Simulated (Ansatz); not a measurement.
Errors in the atomisation enthalpy at 298 K

8 molecules, all hydrocarbons; the atomisation enthalpy at 298 K in kJ/mol, computed less measured. Shapes, held fixed at every level: PBE0-D4/def2-TZVP. Flexible molecules stand in one conformer, not always the lowest. Thermal terms are harmonic and unscaled (PBE0-D4/def2-TZVP); the spin-orbit lowering of the free atoms is taken from their spectra. Programs: Ansatz 0.2.0. Measured values: Active Thermochemical Tables, CRC Handbook of Chemistry and Physics.

Levels: A = SPW92/def2-TZVPP; B = r2SCAN0-D4/def2-TZVPP; C = wB97X-V/def2-TZVPP; D = MP2/def2-TZVPP.

```
                        molecule  from tabulated heats     A    B    C    D
               C2H2 (SMILES C#C)                  1641  +226  -46  -21   -8
                 C2H4 (ethylene)                  2253  +285  -30  -11  -40
    C3H3 (cyclopropenyl radical)                  2318  +403   -7   +7  -12
              C3H4 (SMILES C#CC)                  2837  +402  -45  -17  -21
             C3H6 (cyclopropane)                  3405  +478  -21   +5  -43
               C4H10 (isobutane)                  5183  +666  -36   -5  -86
C5H10 (1,1-dimethylcyclopropane)                  5773  +810  -34   +6  -66
             C6H10 (cyclohexene)                  6486  +932  -49   -2  -66
```

(1) Sum up the errors.

## Answers

(1) 
| level | kind | mean error | mean absolute error | worst case |
| --- | --- | --- | --- | --- |
| SPW92/def2-TZVPP | LDA | +525.2 | 525.2 | C6H10 |
| r2SCAN0-D4/def2-TZVPP | global hybrid | -33.5 | 33.5 | C6H10 |
| wB97X-V/def2-TZVPP | range-separated hybrid | -4.8 | 9.2 | C2H2 |
| MP2/def2-TZVPP | perturbation theory | -42.8 | 42.8 | C4H10 |

On this set wB97X-V/def2-TZVPP has the smallest mean absolute error and SPW92/def2-TZVPP the largest. SPW92/def2-TZVPP is too high in 8 of 8; r2SCAN0-D4/def2-TZVPP is too low in 8 of 8; MP2/def2-TZVPP is too low in 8 of 8. Heats of the atoms come from ATcT where it has them. For SPW92/def2-TZVPP and MP2/def2-TZVPP the error tends to grow with the atomisation enthalpy. Correlated wave functions converge slowly with the basis. Open shells run unrestricted. The set is small.
